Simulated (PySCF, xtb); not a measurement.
CH4, SMILES C.

GFN2-xTB in xtb at its own geometry gives an orbital gap of 17.35 eV and a dipole moment of 0.00 D.

Coordinates come from a PBE0-D3(BJ)/def2-TZVPD optimisation.

Problem. What does PySCF with PBE0/def2-TZVPD give? (The exact figures need the calculation; the answer reports its results.)

Solution. gap 11.56 eV (levels -10.98 and 0.57 eV), dipole 0.00 D.
